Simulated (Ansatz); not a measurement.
Geometry optimisation, Ansatz, RKS B3LYP/def2-SVP.

input.yaml

```yaml
crystal:
  periodic: [false, false, false]
  atoms:
    - { symbol: Al, position_ang: [0.004473, -0.062071, 0.223391] }
    - { symbol: H, position_ang: [0.432064, -0.415798, 1.665227] }
    - { symbol: Cl, position_ang: [2.085794, 0.410556, -0.198158] }
    - { symbol: "N", position_ang: [-1.401637, 0.007116, -0.831452] }
    - { symbol: H, position_ang: [-2.350385, -0.231593, -0.558202] }
    - { symbol: H, position_ang: [-1.37841, 0.29179, -1.806607] }
basis:
  gaussian: { orbitals: def2-SVP }
hamiltonian:
  xc: b3lyp
relax:
  f_tol: 0.03
  max_steps: 50
```

Launched with:

```bash
$ ansatz run input.yaml --threads 1 --pin off --max-ram 2048MiB --backend cpu --events-out ev --progress --plain --runs-dir out
```

Where does it end, and by what steps?

The run converged. After 6 steps the energy has fallen by 0.577 eV; H2 moved furthest, 0.43 Å.

```json
{"step": "0", "energy less start (eV)": "0.0000", "largest force component (eV/Å)": "1.684", "accepted": "yes"}
{"step": "1", "energy less start (eV)": "-0.3941", "largest force component (eV/Å)": "1.067", "accepted": "yes"}
{"step": "2", "energy less start (eV)": "-0.5587", "largest force component (eV/Å)": "0.573", "accepted": "yes"}
{"step": "3", "energy less start (eV)": "-0.5565", "largest force component (eV/Å)": "0.726", "accepted": "no"}
{"step": "4", "energy less start (eV)": "-0.5760", "largest force component (eV/Å)": "0.064", "accepted": "yes"}
{"step": "5", "energy less start (eV)": "-0.5771", "largest force component (eV/Å)": "0.037", "accepted": "yes"}
{"step": "6", "energy less start (eV)": "-0.5772", "largest force component (eV/Å)": "0.018", "accepted": "yes"}
```

```xyz
6
Properties=species:S:1:pos:R:3
Al 0.137 -0.058 0.277
H 0.027 -0.514 1.775
Cl 2.005 0.498 -0.545
N -1.281 0.010 -0.773
H -2.227 -0.233 -0.491
H -1.270 0.296 -1.748
```

Whether the end is a true minimum wasn't checked by a vibrational analysis.

Run time: 25 s on 1 thread of Arm Neoverse N1, on a shared host, peak memory 0.13 GiB.
